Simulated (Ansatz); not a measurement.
Two shapes of singlet CH₅N.

Shape 1:

```xyz
7

C    -0.0485    0.0438   -0.6948
N    -0.0261    0.0459    0.7161
H     0.0226   -1.0219   -1.1546
H    -0.9165    0.5319   -1.0954
H     0.8374    0.5599   -1.0614
H    -0.8398   -0.4023    1.1596
H     0.8589   -0.4363    1.1266
```

Shape 2:

```xyz
7

C     0.0000    0.0290   -0.6397
N     0.0000    0.0648    0.6909
H     0.0000   -0.8994   -1.0671
H    -0.8114    0.5206   -0.9966
H     0.8114    0.5206   -0.9966
H    -0.7477   -0.3847    1.0310
H     0.7477   -0.3847    1.0310
```

Basis set: def2-TZVP (spherical functions). Correlated methods keep 2 orbitals frozen. Charge 0, multiplicity 1.

Computed with Ansatz (development build ahead of 0.2.0); each method stands on the lowest determinant of its kind that the runs found.

Which shape is lower in energy, and by how much in each method?

```tsv
method	E(2) − E(1) (eV)
RHF	0.567
RHF-MP2	0.782
```

Shape 1 is lower. Caution: no unrestricted run beside it, a lower state can exist.
